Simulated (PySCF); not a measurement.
```xyz
3
charge 0 multiplicity 1, angstrom
Mg    0.0000    0.0000    0.0000
F     0.0000    0.0000    1.7513
F     0.0000    0.0000   -1.7513
```

Method: B3LYP/[Mg def2-TZVP, F def2-TZVP], no relativity, density fitting, PySCF.

This geometry of MgF2 is a stationary point at this level.

Question: What is the point group?

Answer: D∞h.

Question: Is it a minimum?

Answer: Yes: all harmonic wavenumbers are real.

Question: List the harmonic modes with their infrared intensities.

Answer: 
| symmetry | ω (cm⁻¹) | IR (km/mol, summed over degenerate members) | type |
| --- | --- | --- | --- |
| πu | 153 | 266 | bend |
| σg+ | 559 | 0.0 | stretch |
| σu+ | 875 | 150 | stretch |

Question: Give the ideal-gas entropy at 298.15 K and 1 bar by parts.

Answer: translation 160.3, rotation 63.0, vibration 24.9, spin 0.0; total 248.2 J/(mol K).

Question: What is the atomisation energy, with and without zero-point energy?

Answer: 995 kJ/mol without, 984 kJ/mol with.

In D∞h the vibrations span πu + σg+ + σu+. The σg+ mode carries no infrared intensity, as symmetry demands. With a centre of inversion only u modes can be infrared active and only g modes Raman active.
